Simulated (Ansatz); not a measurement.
Input file:

```yaml
crystal:
  periodic: [false, false, false]
  atoms:
    - {symbol: B, position_ang: [0.000000, 0.000000, 0.000000]}
    - {symbol: H, position_ang: [0.000000, 0.000000, 1.194000]}
basis:
  gaussian: {orbitals: cc-pVQZ}
total_charge: 1
magnetization: {spin_polarized: false, initial_magnetization: 3}
correlation: {method: ccsdt, electrons: outside_noble_gas}
```

```sh
$ ansatz run in.yaml --threads 1 --pin off --events-out ev --progress --plain --max-ram 2393MiB
```

The program prints:

```
973 factors; integrals over basis functions are off by at most 1.7e-7 eV
mean field evaluation 1: about -668.5940 eV, gradient 8.0e0 eV
mean field evaluation 2: about -668.5948 eV, gradient 8.0e0 eV
mean field evaluation 4: about -669.2740 eV, gradient 3.5e-1 eV
mean field evaluation 8: about -669.2751 eV, gradient 5.6e-5 eV
mean field evaluation 16: about -669.2750 eV, gradient 8.6e-2 eV
mean field evaluation 32: about -669.2751 eV, gradient 3.4e-2 eV
mean field -669.27511538 eV, -24.5954068394 hartree, gradient 4.1e-6 eV, S^2 3.750000; 2 other end points of the search recorded, 0 dependent functions left out
1 core orbitals not correlated: weight in the atoms' cores, before any rotation towards them, 1.000 or more for the frozen orbitals, at most 0.000 for the correlated occupied ones
reference -669.27511538 eV, -24.5954068394 hartree; 3, 0 occupied and 81, 84 virtual orbitals, 973 factors
second order -0.27313829 eV of doubles, -0.00000003 eV of singles
cycle   1  -0.34380875 eV  change   -7.1e-2 eV  update   2.0e-2
cycle   2  -0.38064060 eV  change   -3.7e-2 eV  update   7.9e-3
cycle   3  -0.38132144 eV  change   -6.8e-4 eV  update   1.4e-3
cycle   4  -0.38134026 eV  change   -1.9e-5 eV  update   2.5e-4
cycle   5  -0.38131511 eV  change    2.5e-5 eV  update   6.4e-5
cycle   6  -0.38133000 eV  change   -1.5e-5 eV  update   1.2e-5
cycle   7  -0.38132862 eV  change    1.4e-6 eV  update   2.5e-6
cycle   8  -0.38132824 eV  change    3.8e-7 eV  update   4.9e-7
cycle   9  -0.38132842 eV  change   -1.7e-7 eV  update   9.5e-8
Total energy: -669.65644380 eV, -24.6094204002 hartree
```

For the same geometry and basis full CI lies 0.2 meV higher.

Ran on 1 thread of Intel Xeon Platinum 8259CL, shared host: 20 s wall, 0.94 GiB peak host memory.
